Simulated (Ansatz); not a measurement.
[NH₂···H···H], doublet: transfer scan

Starting geometry:

```xyz
5

N    -0.1499   -0.0316   -0.0492
H    -0.4471    0.9362   -0.0492
H    -0.4471   -0.4339    0.8311
H     0.8626   -0.0316   -0.0492
H     2.1141   -0.0316   -0.0492
```

From there H4 is moved from one fragment to the other while all else, the fragments' distance too, stays fixed, so the hump isn't the reaction's barrier; atoms are numbered as listed. Energies are in eV, counted from the starting geometry at the same level. Kohn–Sham curves are unrestricted where that lies lower.

Basis cc-pVDZ; Ansatz 0.2.0. Only valence electrons are correlated (noble-gas cores frozen). Prefix R: restricted or restricted open-shell reference.

Full CI isn't at hand for all of this; RCCSDTQ serves as the reference, and is uncertain by about the last step of the cluster series.

| distance N1-H4 (Å) | PBE0 |
| --- | --- |
| 1.012 | 0.000 |
| 1.085 | 0.021 |
| 1.230 | 0.240 |
| 1.374 | 0.313 |
| 1.519 | 0.357 |

Problem. Estimate the RCCSDTQ curve in cc-pVDZ from this one, knowing how PBE0 errs.

Solution. The computed RCCSDTQ values, in eV from the starting point, and the error of PBE0 against them:
```tsv
distance N1-H4 (Å)	RCCSDTQ	PBE0 less RCCSDTQ
1.012	0.000	0.000
1.085	0.046	-0.026
1.230	0.321	-0.081
1.374	0.366	-0.053
1.519	0.303	0.054
```

The error spans 0.134 eV and is largest, -0.081 eV, at 1.230 Å.

In so small a basis the reference is far from its limit while semilocal and hybrid functionals are nearer theirs, so the functionals' errors here hold much of the reference's basis and frozen-core error, which can add to them or hide them.
